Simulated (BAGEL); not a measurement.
**A workflow on SiHF (SMILES F[SiH])**

Wanted: the energy (HF/cc-pVDZ), then a single-point energy (NEVPT2(2,2)/cc-pVDZ), then a single-point energy (CASPT2(2,2)/cc-pVDZ) of SiHF. 

The results are computed with BAGEL 1.2.2.

3 further runs of the same task are left out: 3 set aside as unsound or not needed.

**1. The molecule**

SiHF: 3 atoms, total charge 0, spin state singlet. SMILES: `F[SiH]`. The Si2–H3 distance was set to 2.465 Å, away from the relaxed value. At this shape a bond of the SMILES string is far longer than usual.

Bond lengths: F1–Si2 1.612 Å. A long bond or contact: Si2–H3 2.465 Å.

**2. The energy at HF/cc-pVDZ (density fitting with svp-jkfit) (run 1)**

File input.json:

```json
{ "bagel" : [

{
  "title" : "molecule",
  "basis" : "cc-pvdz.json",
  "df_basis" : "svp-jkfit",
  "angstrom" : false,
  "geometry" : [
    { "atom" : "F", "xyz" : [ -2.86022899,  1.57455004, -1.41200903 ] },
    { "atom" : "Si", "xyz" : [ -0.44704873,  2.71783435,  0.05460742 ] },
    { "atom" : "H", "xyz" : [  1.68639159, -1.35795719,  0.78480326 ] }
  ]
},
{ "title" : "hf" },
{ "title" : "print", "file" : "orbitals.molden", "orbitals" : true }

]}
```

The basis set cc-pVDZ is read from a file made from the Basis Set Exchange's data (not shown).

Run with:

```
BAGEL_NUM_THREADS=1 BAGEL input.json > input.out
```

The program printed:

```text
* using 1 threads per process

  ===============================================================
  ===============================================================

  *** Geometry ***

  { "atom" : "F", "xyz" : [     -2.860229,      1.574550,     -1.412009 ] },
  { "atom" : "Si", "xyz" : [     -0.447049,      2.717834,      0.054607 ] },
  { "atom" : "H", "xyz" : [      1.686392,     -1.357957,      0.784803 ] },

  Number of auxiliary basis functions:      223

  Since a DF basis is specified, we compute 2- and 3-index integrals:
    o Being stored without compression. Storage requirement is 0.002 GB

  Number of basis functions:       37
  Number of electrons      :       24

    * METHOD: MOLECULE                             0.03

  *** RHF ***

  === Nuclear Repulsion ===
    45.9050535332

      * DIIS with orbital gradients will be used.

  === RHF iteration (cc-pvdz.json) ===
      0       -388.73519287          0.02390611           0.00
      1       -388.80194540          0.01939650           0.00
      2       -388.86055438          0.00144895           0.00
      3       -388.86135689          0.00033565           0.00
      4       -388.86141485          0.00009772           0.00
      5       -388.86141917          0.00002280           0.00
      6       -388.86141934          0.00000423           0.00
      7       -388.86141935          0.00000123           0.00
      8       -388.86141935          0.00000034           0.00
      9       -388.86141935          0.00000009           0.00
     10       -388.86141935          0.00000003           0.00
     11       -388.86141935          0.00000001           0.00
    * SCF iteration converged.

    * Permanent dipole moment:
           (    0.152132,    -1.288777,    -0.059078) a.u.

    * METHOD: HF                                   0.07

    * METHOD: PRINT                                0.00

  ===============================================================
```

Run time: 0.34 s. Hardware: 1 thread of Arm Neoverse V2, shared host; peak memory 0.14 GiB.

**3. A single-point energy at NEVPT2(2,2)/cc-pVDZ (density fitting with svp-jkfit) (run 2)**

File calc.json:

```json
{ "bagel" : [

{
  "title" : "molecule",
  "basis" : "cc-pvdz.json",
  "df_basis" : "svp-jkfit",
  "angstrom" : false,
  "geometry" : [
    { "atom" : "F", "xyz" : [ -2.86022899,  1.57455004, -1.41200903 ] },
    { "atom" : "Si", "xyz" : [ -0.44704873,  2.71783435,  0.05460742 ] },
    { "atom" : "H", "xyz" : [  1.68639159, -1.35795719,  0.78480326 ] }
  ]
},
{ "title" : "hf" },
{ "title" : "nevpt2", "nstate" : 1, "nact" : 2, "nclosed" : 11, "active" : [12, 14], "maxiter" : 200, "natocc" : true, "ncore" : 6 },
{ "title" : "print", "file" : "orbitals.molden", "orbitals" : true }

]}
```

The basis set cc-pVDZ is read from a file made from the Basis Set Exchange's data (not shown).

Run with:

```
BAGEL_NUM_THREADS=1 BAGEL calc.json > calc.out
```

The program printed:

```text
* using 1 threads per process

  ===============================================================
  ===============================================================

  *** Geometry ***

  { "atom" : "F", "xyz" : [     -2.860229,      1.574550,     -1.412009 ] },
  { "atom" : "Si", "xyz" : [     -0.447049,      2.717834,      0.054607 ] },
  { "atom" : "H", "xyz" : [      1.686392,     -1.357957,      0.784803 ] },

  Number of auxiliary basis functions:      223

  Since a DF basis is specified, we compute 2- and 3-index integrals:
    o Being stored without compression. Storage requirement is 0.002 GB

  Number of basis functions:       37
  Number of electrons      :       24

    * METHOD: MOLECULE                             0.03

  *** RHF ***

[... 11 lines left out ...]
    * SCF iteration converged.
[... 1 line left out ...]
    * Permanent dipole moment:
[... 28 lines left out ...]
    * Second-order optimization converged. *

     guess   0:   closed 1.                   open ..

  === FCI iteration ===

      0  0      -388.85734795     6.89e-02      0.00
      1  0      -388.89740233     1.06e-02      0.00
      2  0 *    -388.89865496     4.47e-16      0.00

     * ci vector, state   0, <S^2> = 0.0000
       2.     0.9574715780
       .2    -0.2885276023

  === DF-NEVPT2 calculation ===

    * 3-index integral transformation done
    * assembly done

      NEVPT2 correlation energy:   -0.2536185931      0.01

          (+0)     -0.2216869506
          (+0)'    -0.0061247426
          (+1)     -0.0091017303
          (+1)'    -0.0000000000
          (+2)     -0.0006648425
          (-1)     -0.0127005175
          (-1)'     0.0000000000
          (-2)     -0.0033398097

      NEVPT2 total energy:       -389.1522735530

    * METHOD: NEVPT2                               0.35

    * METHOD: PRINT                                0.00

  ===============================================================
```

Wall time 0.73 s (1 thread of Arm Neoverse V2, shared host); peak memory 0.14 GiB.

**4. The energy at CASPT2(2,2)/cc-pVDZ (density fitting with svp-jkfit) (run 3)**

File input.json:

```json
{ "bagel": [

{
  "title": "molecule",
  "basis": "cc-pvdz.json",
  "df_basis": "svp-jkfit",
  "geometry": [
    { "atom": "F", "xyz": [ -2.86022899,  1.57455004, -1.41200903 ] },
    { "atom": "Si", "xyz": [ -0.44704873,  2.71783435,  0.05460742 ] },
    { "atom": "H", "xyz": [  1.68639159, -1.35795719,  0.78480326 ] }
  ]
},
{ "title": "hf" },
{ "title": "casscf", "nstate": 1, "nact": 2, "nclosed": 11, "active": [12, 14], "maxiter": 200, "natocc": "true" },
{ "title": "print", "file": "orbitals.molden", "orbitals": "true" },
{ "title": "smith", "method": "caspt2", "ms": "true", "xms": "true", "sssr": "true", "shift": 0.2, "shift_imag": "true", "ncore": 6 }

]}
```

The basis set cc-pVDZ is read from a file made from the Basis Set Exchange's data (not shown).

Run with:

```
BAGEL_NUM_THREADS=1 BAGEL input.json > input.out
```

The program printed:

```text
* using 1 threads per process

  ===============================================================
  ===============================================================

  *** Geometry ***

  { "atom" : "F", "xyz" : [     -2.860229,      1.574550,     -1.412009 ] },
  { "atom" : "Si", "xyz" : [     -0.447049,      2.717834,      0.054607 ] },
  { "atom" : "H", "xyz" : [      1.686392,     -1.357957,      0.784803 ] },

  Number of auxiliary basis functions:      223

  Since a DF basis is specified, we compute 2- and 3-index integrals:
    o Being stored without compression. Storage requirement is 0.002 GB

  Number of basis functions:       37
  Number of electrons      :       24

    * METHOD: MOLECULE                             0.03

  *** RHF ***

[... 11 lines left out ...]
    * SCF iteration converged.
[... 1 line left out ...]
    * Permanent dipole moment:
[... 27 lines left out ...]
    * Second-order optimization converged. *
[... 9 lines left out ...]
     * ci vector, state   0, <S^2> = 0.0000
[... 16 lines left out ...]
    * Zeroth order energy : state  0       -0.5317698989
[... 4 lines left out ...]
       #      aibj      arbs      arbi      airj      risj      airs      arst      rist         Etot      error   time
[... 2 lines left out ...]
       0  -0.22121  -0.00402  -0.01313  -0.00967  -0.00099  -0.00532  -0.00000   0.00000   -0.2543456  0.0016255   0.01
       1  -0.22127  -0.00404  -0.01315  -0.00973  -0.00105  -0.00546  -0.00000  -0.00000   -0.2546973  0.0003501   0.01
       2  -0.22127  -0.00405  -0.01315  -0.00973  -0.00105  -0.00547  -0.00000  -0.00000   -0.2547137  0.0000632   0.01
       3  -0.22127  -0.00405  -0.01315  -0.00973  -0.00105  -0.00547  -0.00000  -0.00000   -0.2547142  0.0000096   0.01
       4  -0.22127  -0.00405  -0.01315  -0.00973  -0.00105  -0.00547   0.00000  -0.00000   -0.2547143  0.0000011   0.01
       5  -0.22127  -0.00405  -0.01315  -0.00973  -0.00105  -0.00547  -0.00000  -0.00000   -0.2547143  0.0000002   0.01

      ------------------------------------------------------------------------------------------------------------------

    * CASPT2 energy : state  0     -389.1546497321
        w/o shift correction       -389.1533692167
        reference weight              0.9309672413

    * METHOD: SMITH                                0.06

  ===============================================================
```

Run time: 0.71 s. Hardware: 1 thread of Arm Neoverse V2, shared host; peak memory 0.14 GiB.

**5. Outcome**

| quantity | value |
| --- | --- |
| run 1, HF/cc-pVDZ: total energy | -388.86142 Eh |
| run 1, HF/cc-pVDZ: dipole moment | 3.30 D |
| run 1, HF/cc-pVDZ: HOMO energy | -8.49 eV |
| run 1, HF/cc-pVDZ: LUMO energy | -0.04 eV |
| run 1, HF/cc-pVDZ: HOMO–LUMO gap | 8.45 eV |
| run 2, NEVPT2(2,2)/cc-pVDZ: total energy | -389.15227 Eh |
| run 3, CASPT2(2,2)/cc-pVDZ: total energy | -389.15465 Eh |

**Reading.** One bond (run 1, HF/cc-pVDZ) is far stretched, which a spin-restricted single reference describes badly; a broken-symmetry solution may lie lower.
